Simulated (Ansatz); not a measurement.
```yaml
crystal:
  periodic: [false, false, false]
  atoms:
    - {symbol: W, position_ang: [0.168643, 0.000965, -0.006282]}
    - {symbol: O, position_ang: [2.024713, 0.011580, -0.075418]}
    - {symbol: Cl, position_ang: [-0.905435, 1.961760, 0.031194]}
    - {symbol: Cl, position_ang: [-0.882779, -1.971988, 0.035415]}
basis:
  gaussian: {orbitals: def2-TZVP}
magnetization: {spin_polarized: true, initial_magnetization: 4}
hamiltonian: {xc: pbe0}
relax: {f_tol: 0.004, max_steps: 80}
```

```sh
$ ansatz run in.yaml --threads 1 --pin off --events-out ev --progress --plain --max-ram 2176MiB
```

Steps of the relaxation (energy above the last step; positions in Å, forces in eV/Å):

```
4
step 1, 143.8 meV
W     0.169    0.001   -0.006   -2.460   -0.014    0.092
O     2.025    0.012   -0.075    2.984    0.017   -0.111
Cl   -0.905    1.962    0.031   -0.265    0.503    0.009
Cl   -0.883   -1.972    0.035   -0.259   -0.506    0.010
```

```
4
step 2, 5.3 meV
W     0.153    0.001   -0.006   -0.399   -0.002    0.015
O     2.093    0.012   -0.078    0.219    0.001   -0.008
Cl   -0.932    1.996    0.032    0.091   -0.214   -0.003
Cl   -0.909   -2.006    0.036    0.088    0.215   -0.004
```

```
4
step 3, 0.5 meV
W     0.155    0.001   -0.006   -0.061    0.000    0.002
O     2.104    0.012   -0.078    0.046    0.000   -0.002
Cl   -0.938    1.979    0.032    0.007   -0.047    0.000
Cl   -0.915   -1.989    0.037    0.007    0.047    0.000
```

```
4
step 5, 0.0 meV
W     0.162    0.001   -0.006    0.002    0.000    0.000
O     2.113    0.012   -0.079   -0.001    0.000    0.000
Cl   -0.946    1.967    0.033   -0.001    0.001    0.000
Cl   -0.923   -1.978    0.037   -0.001   -0.001    0.000
```

Close pairs at the end: W1–O2 1.953 Å, W1–Cl3 2.257 Å, W1–Cl4 2.257 Å.

A stationary point of unrestricted PBE0 after 5 steps, with ⟨S²⟩ = 6.012 against 6.00 for a pure state; no frequencies were run, so it isn't proven a minimum. 6 min on 1 thread of Arm Neoverse N1, shared host.
